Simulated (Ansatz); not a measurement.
## Structure relaxation of Os

Method: DFT PBEsol, scalar-relativistic, plane waves, PAW (Ansatz). Cutoff 420 eV, Γ-centred k mesh, Gaussian smearing, no spin polarisation in the final step.

Os was placed on the bcc structure type (Im-3m, No. 229), at a guessed volume.

```
CELL_PARAMETERS angstrom
-1.57210 1.57210 1.57210
1.57210 -1.57210 1.57210
1.57210 1.57210 -1.57210
ATOMIC_POSITIONS crystal
Os 0.00000 0.00000 0.00000
```

Cell and atoms relax at zero pressure; the relaxation can't lower the symmetry of the start. After a coarse first stage the cell is made exact in the group found at 0.06 Å.

Energies count from the standard state of Os at the same level.

Question: Describe the relaxed structure.

Answer: It keeps Im-3m (No. 229). The result has the bcc structure. Conventional cell: a = 3.062 Å. Around Os lie 8 Os at 2.65 Å and 6 Os at 3.06 Å.

```cif
data_structure
_symmetry_space_group_name_H-M 'Im-3m'
_symmetry_Int_Tables_number 229
_cell_length_a 3.0617
_cell_length_b 3.0617
_cell_length_c 3.0617
_cell_angle_alpha 90.000
_cell_angle_beta 90.000
_cell_angle_gamma 90.000
_cell_volume 28.70
loop_
_atom_site_label
_atom_site_type_symbol
_atom_site_symmetry_multiplicity
_atom_site_Wyckoff_symbol
_atom_site_fract_x
_atom_site_fract_y
_atom_site_fract_z
_atom_site_occupancy
Os1 Os 2 a 0.00000 0.00000 0.00000 1
```

Question: What are its volume, energy, density and gap?

Answer: The volume per atom is 14.35 Å³, the density is 22.01 g/cm³ and the energy over the standard structure is 0.93 eV/atom. The gap on the 26×26×26 mesh is 0 eV (a metal).

The final run used a 26×26×26 mesh on its 1-atom cell and 0.10 eV smearing. For metals, differences of a few meV/atom aren't resolved. Spin–orbit coupling is left out. A structure relaxed within its symmetry needn't be a true minimum.